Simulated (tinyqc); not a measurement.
Stretching all distances: RHF, UHF, MP2, CISD and CCSD against full CI in the sto-6g basis, for LiH, spin multiplicity 1. Computed by the program tinyqc with PySCF. All coordinates are multiplied by the scale. c0^2 is the weight of the RHF determinant in the lowest singlet FCI state (UHF is spin-contaminated and may lie near states of higher spin) and n(LUMO) the first natural occupation beyond the occupied space.

Geometry (angstrom):
```
atom,x,y,z
Li,0.0000,0.0000,0.0000
H,0.0000,0.0000,1.4250
```

Full CI energy (hartree) and errors against it (kcal/mol):
```
scale,distance 1-2 (angstrom),E(FCI),RHF,UHF,MP2,CISD,CCSD,<S^2> UHF,c0^2,n(LUMO)
0.970,1.382,-7.96759,11.153,11.153,3.862,0.007,4.92e-03,0.000,0.980,0.032
1.170,1.667,-7.97046,13.569,13.569,5.110,0.009,0.007,0.000,0.972,0.047
1.360,1.938,-7.95507,17.672,17.672,7.272,0.012,0.009,0.000,0.955,0.076
1.560,2.223,-7.93303,24.186,20.575,10.820,0.018,0.015,0.468,0.921,0.132
1.760,2.508,-7.91205,33.340,15.823,15.900,0.028,0.024,0.763,0.863,0.226
1.950,2.779,-7.89647,44.542,10.347,21.983,0.042,0.037,0.880,0.786,0.352
2.150,3.064,-7.88551,58.192,6.018,28.671,0.057,0.052,0.938,0.701,0.499
```

What does the comparison show, and why?

UHF parts from RHF first at scale 1.56 of those listed, where <S^2> leaves zero. The weight c0^2 goes from 0.98 to 0.70 and n(LUMO) from 0.03 to 0.50: static correlation grows as the bonds break into open-shell fragments. The spread of the error along the curve, which distorts its shape, is CCSD 0.0, CISD 0.1, UHF 14.6, MP2 24.8, RHF 47.0 kcal/mol.
